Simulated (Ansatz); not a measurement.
# AlH2+ (triplet): wave-function methods side by side at angle H2–Al1–H3 = 140.2°, aug-cc-pVTZ

How much of the correlation energy of AlH2+ (triplet) does each wave-function method recover here?

The runs use Ansatz 0.2.0, Gaussian basis; aug-cc-pVTZ, core rule «outside noble gas», up to 5 orbitals frozen.

To be run: UHF; CCSD(T) on ROHF; CCSD(T) on UHF; BCCD(T) on ROHF; CCSDT(Q) on ROHF; CCSDT(Q) on UHF; CASSCF and NEVPT2, 4 electrons in 6 orbitals; Full CI.

14 further runs of the same task are left out: 9 that didn't finish, 5 set aside as unsound or not needed.

## 1. The system

The geometry derives from a PBE0/def2-TZVP stationary point (not a proven minimum). One angle is set to the value named; bond lengths are kept.

3 atoms, charge 1, spin multiplicity 3.

Atoms are counted from 1 here; the program's logs count them from 0.

Bond lengths: Al1–H2 1.722 Å, Al1–H3 1.722 Å. Angles: H2–Al1–H3 140.2°.

Geometry (Å):

```xyz
3

Al    0.0000    0.0000   -0.0408
H     0.0000    1.6194    0.5455
H     0.0000   -1.6194    0.5455
```

## 2. UHF

File in.yaml:

```yaml
crystal:
  periodic: [false, false, false]
  atoms:
    - {symbol: Al, position_ang: [0.000000, 0.000000, -0.040753]}
    - {symbol: H, position_ang: [0.000000, 1.619372, 0.545452]}
    - {symbol: H, position_ang: [0.000000, -1.619372, 0.545452]}
basis:
  gaussian: {orbitals: aug-cc-pVTZ}
total_charge: 1
magnetization: {spin_polarized: true, initial_magnetization: 2}
hamiltonian: {xc: hf}
output: {orbitals: {seedname: orbitals}}
```

Command:

```bash
$ ansatz run in.yaml --threads 1 --pin off --events-out ev --progress --plain --max-ram 2393MiB
```

Further steps of the session: CCSD(T) on ROHF; CCSD(T) on UHF; BCCD(T) on ROHF; CCSDT(Q) on ROHF; CCSDT(Q) on UHF; CASSCF and NEVPT2, 4 electrons in 6 orbitals; Full CI.

Q: Predict the results of all the runs planned. Wanted: FCI below the RHF energy; RMP2 from FCI; UMP2 from FCI; RCCSD from FCI; RCCSD(T) from FCI; UCCSD(T) from FCI; RCCSDT(Q) from FCI; UCCSDT(Q) from FCI; NEVPT2 valence from FCI.

As calculated:

| quantity | value |
| --- | --- |
| FCI below the RHF energy | -2.0674 eV |
| RMP2 from FCI | +54.2 kJ/mol |
| UMP2 from FCI | +57.5 kJ/mol |
| RCCSD from FCI | +6.2 kJ/mol |
| RCCSD(T) from FCI | +1.5 kJ/mol |
| UCCSD(T) from FCI | +1.4 kJ/mol |
| RCCSDT(Q) from FCI | 0.0 kJ/mol |
| UCCSDT(Q) from FCI | -0.1 kJ/mol |
| NEVPT2 valence from FCI | +20.4 kJ/mol |
| levels within 1 kcal/mol (43 meV) | RCCSD(T), UCCSD(T), BCCD(T), RCCSDT, UCCSDT, RCCSDT(Q), UCCSDT(Q) |
| T1 diagnostic | 0.058 |
| effectively unpaired electrons | 2.05 |

RCCSD(T) lands +1.5 kJ/mol from the yardstick (0.8 % of the correlation energy). The occupations are near whole numbers, but T1 = 0.058 shows that the orbitals relax strongly. Coupled cluster took another determinant than the lowest Hartree-Fock one. These misses are within one basis, not against nature; the frozen cores of restricted and unrestricted runs differ, which can shift their rows.
